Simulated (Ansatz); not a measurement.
Input file for Ansatz (a first-principles code): U-B3LYP/cc-pVTZ on ethylamine (SMILES CCN), a point of a bond scan (R = 1.486 Å).

Ansatz 0.2 input:
```yaml
crystal:
  periodic: [false, false, false]
  atoms:
    - {symbol: C, position_ang: [1.18612906, 0.44302756, 0.02367077]}
    - {symbol: C, position_ang: [0.04500471, -0.55351665, -0.10923757]}
    - {symbol: N, position_ang: [-1.24594693, 0.13053905, -0.00235327]}
    - {symbol: H, position_ang: [2.15252555, -0.05152541, -0.09038783]}
    - {symbol: H, position_ang: [1.10043350, 1.22491245, -0.73222663]}
    - {symbol: H, position_ang: [1.17238740, 0.92208442, 1.00657057]}
    - {symbol: H, position_ang: [0.22323569, -1.63674858, 0.89159722]}
    - {symbol: H, position_ang: [0.08743463, -1.02649974, -1.09379181]}
    - {symbol: H, position_ang: [-2.01243122, -0.52425249, -0.10366542]}
    - {symbol: H, position_ang: [-1.34255151, 0.56035274, 0.91125319]}
basis:
  gaussian:
    orbitals: cc-pVTZ
hamiltonian:
  xc: {name: B3LYP}
magnetization: {spin_polarized: true, initial_magnetization: 0}
```

The log:

```
Functional definition: B3LYP
[...]
integrals: 0.07 GiB planned
923 factors; their error is unknown
mean field: 0.95 GiB planned
mean field evaluation 1: about -3668.3704 eV, gradient 4.9e1 eV
mean field evaluation 2: about -3655.0932 eV, gradient 7.0e1 eV
mean field evaluation 4: about -3678.6681 eV, gradient 4.0e0 eV
mean field evaluation 8: about -3678.7338 eV, gradient 7.2e-2 eV
mean field evaluation 16: about -3678.7185 eV, gradient 1.2e-5 eV
mean field -3678.71849926 eV, -135.1904113228 hartree, gradient 1.2e-5 eV, S^2 0.000000; 0 other end points of the search recorded, 0 dependent functions left out
reference -3678.71873187 eV, -135.1904198712 hartree; 13, 13 occupied and 175, 175 virtual orbitals, 923 factors
Total energy: -3678.71873187 eV, -135.1904198712 hartree
```

The run converged.

Cost: around 5 core-seconds (rough).
